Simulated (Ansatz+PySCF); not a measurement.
## singlet HCl: levels of theory in one basis

```xyz
2

H     0.0000    0.0000   -1.2138
Cl    0.0000    0.0000    0.0714
```

Basis set: 6-31G (spherical functions). Left uncorrelated: 5 orbitals. Charge 0, multiplicity 1.

Computed with Ansatz (development build ahead of 0.2.0); each method stands on the lowest determinant of its kind that the runs found.

| method | E − E(RHF) (eV) | <S²> of the determinant |
| --- | --- | --- |
| RHF | 0.00 | 0.00 |
| RHF-CCSD | -1.57 | – |
| RHF-CCSD(T) | -1.58 | – |
| full CI (lowest root of this spin) | -1.59 | – |

(1) What does RHF-MP2 give on the same scale?

(2) Is a single determinant a sound starting point here?

## Answers

(1) -1.31 eV.

(2) By this sign, yes. Unrestricted orbitals gain 0.00 eV and <S²> is 0.00 against 0.00 for a pure state.
